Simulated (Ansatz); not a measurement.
Start from Ni in the fcc (Cu type) structure (space group Fm-3m, No. 225; a = 3.4781 Å; ferromagnetic).

Level of theory: r2SCAN (Ansatz, a first-principles code, PAW, without spin-orbit coupling).

It is then changed as follows: every Ni is replaced by Cu, then cell and atoms are relaxed.

Measured lattice parameter a: Ni 3.508 Å (static lattice; corrected from measurement; as listed in Daniel Mejia-Rodriguez, S. B. Trickey, Phys. Rev. B (2018)); Cu 3.595 Å (static lattice; corrected from measurement; as listed in Gábor I. Csonka et al., Physical Review B (2009)).

How well does r2SCAN reproduce the measured shift?

With r2SCAN the lattice parameter a moves by +0.099 Å (3.478 → 3.577) against +0.087 Å measured.

Other magnetic orders, which the real material may have, were not ruled out. No phonon test of stability was made. Spin-polarised in the final run: base; the other runs are not.
